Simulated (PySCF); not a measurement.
Ionisation energies (eV) were calculated with PySCF 2.14 by UHF, MP2 (valence), PBE0, in another order, as differences of total energies without spin-orbit coupling. The measured values are between term centres (NIST).

| species | measured | A | B | C |
| --- | --- | --- | --- | --- |
| O (aug-cc-pVQZ-DK, spin-free X2C) | 13.608 | 13.840 | 13.425 | 12.015 |
| F⁺ (aug-cc-pVQZ-DK, spin-free X2C) | 34.950 | 35.244 | 34.741 | 33.381 |
| P (aug-cc-pVQZ-DK, spin-free X2C) | 10.526 | 10.518 | 10.512 | 9.895 |
| Cu (aug-cc-pVQZ-PP with ECP10MDF, ECP) | 7.726 | 7.936 | 7.675 | 6.583 |
| Zn⁺ (aug-cc-pVQZ-PP with ECP10MDF, ECP) | 17.964 | 18.286 | 17.920 | 16.851 |
| Ga (aug-cc-pVQZ-DK, spin-free X2C) | 5.931 | 5.980 | 5.767 | 5.535 |
| Kr (aug-cc-pVQZ-DK, spin-free X2C) | 14.222 | 14.064 | 14.132 | 13.036 |
| Sr (aug-cc-pVQZ-X2C, spin-free X2C) | 5.695 | 5.626 | 5.261 | 4.746 |

Problem. Which column is which method?

Solution. A is PBE0 (mean error 0.11 eV); B is MP2 (valence) (mean error -0.15 eV); C is UHF (mean error -1.07 eV). PBE0, with a quarter of exact exchange, lies close to experiment on average. Valence MP2 in a finite basis recovers only part of the missing correlation, so it stays below experiment on average. Hartree-Fock lacks the correlation of the electron removed and comes out lowest.
